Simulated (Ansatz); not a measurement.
**How far each method lies from full CI for CH₃⁺, triplet**

Geometry: that of the CH3⁺, singlet, kept fixed. The singlet lies 5.1 eV lower here.

```yaml
atoms:
  - { symbol: C, position_ang: [0.0000, 0.0000, 0.0000] }
  - { symbol: H, position_ang: [1.0932, 0.0139, -0.0002] }
  - { symbol: H, position_ang: [-0.5586, 0.9397, -0.0028] }
  - { symbol: H, position_ang: [-0.5345, -0.9536, 0.0030] }
```

Basis cc-pVDZ; Ansatz 0.2.0. Correlated methods freeze the noble-gas cores, which leaves 6 electrons in 28 orbitals. R marks a restricted (for open shells ROHF) determinant, U an unrestricted one. Active spaces: valence = (6e, 7o) chosen from the atoms' valence shells.

Full CI is exact within this basis and frozen core; it isn't the basis-set limit. The frozen core follows each run's orbitals, which can shift R against U totals by a few meV.

HF rows: RHF is the determinant under the cluster runs. Coupled cluster chose its determinant by a search with trial CCSD, here up to 0.07 eV above the lowest Hartree–Fock solution of its kind, and MP2 stands on that determinant too.

- UHF ⟨S²⟩: 2.009
- ⟨S²⟩ of the determinant under UCCSD: 2.016
- T1 diagnostic (RCCSD): 0.0175
- largest doubles amplitude (RCCSD): 0.046
- T1 diagnostic (UCCSD): 0.0096

```tsv
level	E − E(full CI) (kJ/mol)	share of correlation (%)	wall time
RHF	343.4	0.00	–
RMP2	65.9	80.82	–
UMP2	67.4	80.38	–
RCCSD	7.4	97.84	–
UCCSD	7.0	97.96	–
RCCSD(T)	1.4	99.58	0.9 s
UCCSD(T)	1.3	99.62	0.81 s
BCCD(T)	1.4	99.58	1 s
RCCSDT	0.2	99.93	–
UCCSDT	0.1	99.97	–
RCCSDT(Q)	0.0	100.00	3.4 s
UCCSDT(Q)	-0.1	100.03	3.5 s
CASSCF (valence space)	200.5	41.62	–
NEVPT2 (valence space)	42.1	87.73	0.63 s
NEVPT4(SD) (valence space)	4.8	98.59	1 s
MRCISD (valence space)	6.7	98.04	–
MRCISD+Q (valence space)	1.0	99.72	1.2 s
```

The correlation energy at full CI, counted from RHF, is -3.559 eV. That run took 25 s on 1 thread of AMD EPYC 7B13, shared host over 2,665,380 determinants.

Run but not shown, since their state, orbitals or frozen core can't be matched to the reference's or they repeat it: UHF, CISD, CISDTQ.

Times hold each run's SCF and search for its determinant on a shared host, so for small cases they say little of a method's own cost; they ran on 1 thread of AMD EPYC 7B13.

The full-CI state has the irrep A2 of C2v, in the program's axes (one component, if the state is degenerate).

Natural occupations of full CI about the gap: 1.961 1.953 0.998 0.990 0.023 0.020 0.013 0.008 0.006 0.006; effectively unpaired electrons, Σ n²(2−n)², 2.02.
